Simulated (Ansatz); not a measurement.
Elastic constant C11 (GPa) of solids drawn from the class of elemental solids other than molecular ones, at two levels: LDA (Ansatz, a first-principles code, plane waves, PAW), and PBEsol (plane waves, PAW; Ansatz).

| solid | LDA | PBEsol | shift (%) |
|---|---|---|---|
| bcc Li | 16.4 | 15.3 | -6.7 |
| fcc Pd | 271 | 243 | -10.3 |
| fcc Pb | 59.9 | 55.3 | -7.7 |
| hcp Tc | 556 | 533 | -4.1 |
| fcc Ca | 23.9 | 23.2 | -2.9 |
| fcc Au | 216 | 196 | -9.3 |
| hcp Co | 462 | 421 | -8.9 |
| white tin (β-Sn) | 76.0 | 68.3 | -10.1 |
| bcc Cs | 2.78 | 2.32 | -16.5 |
| hcp Ti | 185 | 184 | -0.5 |

The shifts run from -16.5 % to -0.5 %, with a median of -8.3 %.

Over all 10 rows PBEsol is the larger in 0.

Ansatz's runs of these crystals have no spin polarisation, but for hcp Co.

Density-functional runs with spin start from parallel moments for hcp Co.

Spin–orbit coupling is left out, also for the solids with elements from indium on (fcc Pb, fcc Au, white tin (β-Sn), bcc Cs); its size isn't shown.

Each level is taken at its own relaxed cell. Ansatz's density-functional and Hartree–Fock values are scalar-relativistic unless marked +SOC, with PAW data made under PBE.
